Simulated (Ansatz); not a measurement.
**Nudged elastic band run: CH2NS2, charge -1**

input.yaml

```yaml
crystal:
  periodic: [false, false, false]
  atoms:
    - { symbol: "N", position_ang: [-0.621975, 0.457201, 0.193782] }
    - { symbol: C, position_ang: [0.541511, -0.203014, -0.136321] }
    - { symbol: S, position_ang: [1.457092, -0.795085, 1.176898] }
    - { symbol: S, position_ang: [0.892301, -0.300013, -1.80393] }
    - { symbol: H, position_ang: [-0.975413, 0.281037, 1.124237] }
    - { symbol: H, position_ang: [-1.293526, 0.559874, -0.554667] }
total_charge: -1
basis:
  gaussian: { orbitals: "6-31G*" }
hamiltonian:
  xc: pbe0
neb:
  order_check: false
  images: 5
  f_tol: 0.05
  max_iterations: 60
  final_atoms:
    - { symbol: "N", position_ang: [-0.76208066, 0.15323758, 0.16984542] }
    - { symbol: C, position_ang: [0.5141359, -0.26272985, -0.14105412] }
    - { symbol: S, position_ang: [1.47927639, -0.74642473, 1.18105351] }
    - { symbol: S, position_ang: [0.91438621, -0.2512663, -1.80029698] }
    - { symbol: H, position_ang: [-1.23192391, 0.69301095, -0.54422423] }
    - { symbol: H, position_ang: [-0.91380393, 0.41417235, 1.13467541] }
  initial_path:
    images:
      - { positions_ang: [[-0.621975, 0.457201, 0.193782], [0.541511, -0.203014, -0.136321], [1.457092, -0.795085, 1.176898], [0.892301, -0.300013, -1.80393], [-0.975413, 0.281037, 1.124237], [-1.293526, 0.559874, -0.554667]] }
      - { positions_ang: [[-0.64608292, 0.42817845, 0.15046201], [0.53457579, -0.20915585, -0.15568945], [1.36057811, -0.91312532, 1.13072946], [0.99291834, -0.16754717, -1.76670076], [-0.88013743, 0.56819778, 0.98731964], [-1.36186188, 0.29345211, -0.34612191]] }
      - { positions_ang: [[-0.67019084, 0.39915591, 0.10714203], [0.52764057, -0.21529771, -0.17505789], [1.26406422, -1.03116564, 1.08456092], [1.09353567, -0.03508133, -1.72947152], [-0.78486187, 0.85535856, 0.85040227], [-1.43019777, 0.02703021, -0.13757681]] }
      - { positions_ang: [[-0.69429875, 0.37013336, 0.06382204], [0.52070536, -0.22143956, -0.19442634], [1.16755034, -1.14920596, 1.03839238], [1.19415301, 0.0973845, -1.69224227], [-0.6895863, 1.14251934, 0.71348491], [-1.49853365, -0.23939168, 0.07096828]] }
      - { positions_ang: [[-0.71689272, 0.29783477, 0.09916317], [0.51851554, -0.23520299, -0.1766356], [1.27145902, -1.01494555, 1.08594609], [1.10089741, -0.01883243, -1.72826051], [-0.8703655, 0.99268321, 0.29424853], [-1.30362374, -0.021537, 0.42553732]] }
      - { positions_ang: [[-0.73948669, 0.22553617, 0.13450429], [0.51632572, -0.24896642, -0.15884486], [1.3753677, -0.88068514, 1.1334998], [1.00764181, -0.13504937, -1.76427874], [-1.05114471, 0.84284708, -0.12498785], [-1.10871384, 0.19631767, 0.78010637]] }
      - { positions_ang: [[-0.76208066, 0.15323758, 0.16984542], [0.5141359, -0.26272985, -0.14105412], [1.47927639, -0.74642473, 1.18105351], [0.91438621, -0.2512663, -1.80029698], [-1.23192391, 0.69301095, -0.54422423], [-0.91380393, 0.41417235, 1.13467541]] }
```

Command:

```bash
$ ansatz run input.yaml --threads 1 --pin off --max-ram 2048MiB --backend cpu --events-out ev --progress --plain --runs-dir out
```

Output, in part (warnings, iteration lines, the closing report on the highest movable image, with atoms numbered from 0; the dipole of an ion depends on the origin):

```
NEB end point (image 0): max|allowed force component| = 4.950e-3 eV/Å (the criterion of neb.relax_end_points is 1.000e-2)
NEB end point (image 6): max|allowed force component| = 1.001e-2 eV/Å (the criterion of neb.relax_end_points is 1.000e-2)
NEB iter   1: max|band force component| = 3.042e1 eV/Å  barrier→ = 7.6656 eV  barrier← = 7.6655 eV  Δτ_max = 0.1986 Å  (185 SCF iters)
NEB iter   2: max|band force component| = 2.601e0 eV/Å  barrier→ = 1.1842 eV  barrier← = 1.1842 eV  Δτ_max = 0.2000 Å  (155 SCF iters)
NEB iter   3: max|band force component| = 1.943e0 eV/Å  barrier→ = 0.9982 eV  barrier← = 0.9981 eV  Δτ_max = 0.1014 Å  (157 SCF iters)
NEB iter   4: max|band force component| = 1.044e0 eV/Å  barrier→ = 0.7266 eV  barrier← = 0.7265 eV  Δτ_max = 0.0974 Å  (156 SCF iters)
NEB iter   5: max|band force component| = 7.538e-1 eV/Å  barrier→ = 0.6957 eV  barrier← = 0.6957 eV  Δτ_max = 0.0492 Å  (153 SCF iters)
NEB iter   6: max|band force component| = 3.858e-1 eV/Å  barrier→ = 0.6887 eV  barrier← = 0.6887 eV  CI = image 3  Δτ_max = 0.0172 Å  (152 SCF iters)
NEB iter   7: max|band force component| = 2.377e-1 eV/Å  barrier→ = 0.6865 eV  barrier← = 0.6865 eV  CI = image 3  Δτ_max = 0.0177 Å  (149 SCF iters)
NEB iter   8: max|band force component| = 8.194e-2 eV/Å  barrier→ = 0.6857 eV  barrier← = 0.6857 eV  CI = image 3  Δτ_max = 0.0024 Å  (135 SCF iters)
NEB iter   9: max|band force component| = 8.611e-3 eV/Å  barrier→ = 0.6857 eV  barrier← = 0.6856 eV  CI = image 3  Δτ_max = 0.0000 Å  (267 SCF iters)
Total energy: -24219.76283847 eV, -890.0598675690 hartree
Atom 0 at    -0.780325     0.487815    -0.078519 Å, force     0.000919    -0.000620    -0.000875 eV/Å
Atom 1 at     0.517266    -0.183357    -0.251035 Å, force     0.002341    -0.003516     0.004429 eV/Å
Atom 2 at     1.079573    -1.112928     1.057809 Å, force    -0.001727     0.002742    -0.003401 eV/Å
Atom 3 at     1.273012     0.061471    -1.728944 Å, force    -0.000242     0.000666    -0.000951 eV/Å
Atom 4 at    -0.676298     1.010387     0.794441 Å, force    -0.000417     0.000391     0.000614 eV/Å
Atom 5 at    -1.413238    -0.263388     0.206248 Å, force    -0.000874     0.000336     0.000183 eV/Å
Dipole moment:    -0.482758     0.141290     0.298942 e Å
```

It converged. A vibrational analysis at the climbing image gives one clearly imaginary mode, 393i cm⁻¹: a first-order saddle point. Limits of this set-up: an anion without diffuse functions.

Final band (atoms are numbered from 1 in the order of the input):

```tsv
image	path coordinate (Å)	energy (eV)	dihedral H5–N1–C2–S3 (°)
0	0.00	0.00	-19
1	0.57	0.20	1
2	1.14	0.54	25
3	1.72	0.69	53
4	2.29	0.54	86
5	2.86	0.20	123
6	3.43	0.00	162
```

Run time: 2.2 min on 1 thread of Intel(R) Xeon(R) Processor @ 2.70GHz (shared host), peak memory 0.15 GiB.
